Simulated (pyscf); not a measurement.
# Routes from `[NH2][GaH2]`

Candidate steps break at most two bonds and form at most two. Each was searched with GFN2-xTB (tblite) first. PySCF, gas phase, ωB97X-D3(BJ)/def2-SVP geometries. Energies: ωB97M-D3(BJ)/def2-TZVP, kcal/mol, from the reactant's lowest minimum found, singlet surface; ΔG‡ with ideal gas, 1 atm, RRHO with modes under 100 cm⁻¹ raised to 100, one conformer, R ln 2 for chiral ones without a mode under 150 cm⁻¹.

```json
[
 {"products": "NH₃ + GaH [singlet]", "type": "1,1-elimination", "ΔE‡": "65.6", "ΔE": "+26.6", "ΔG‡ 298 K": "63.3", "ΔG‡ 900 K": "62.6", "ν‡ (cm⁻¹)": "1545i"},
 {"products": "H₂N–Ga [singlet] + H₂", "type": "1,1-elimination", "ΔE‡": "71.0", "ΔE": "+12.6", "ΔG‡ 298 K": "68.2", "ΔG‡ 900 K": "67.2", "ν‡ (cm⁻¹)": "1507i"},
 {"products": "HN=GaH + H₂", "type": "elimination", "ΔE‡": "78.5", "ΔE": "+63.4", "ΔG‡ 298 K": "74.3", "ΔG‡ 900 K": "74.4", "ν‡ (cm⁻¹)": "1351i"}
]
```

Row 1: On the product side the descent ends in a bound adduct, 13.7 kcal/mol under the separated species and 50.5 kcal/mol under the saddle at ωB97X-D3(BJ)/def2-TZVP. 

Plain bond fissions and candidates not yet searched are not listed, and one of them may be faster. Each barrier is that of the saddle found; lower ones may exist. Elements up to Kr have no core potential and no relativistic terms here.
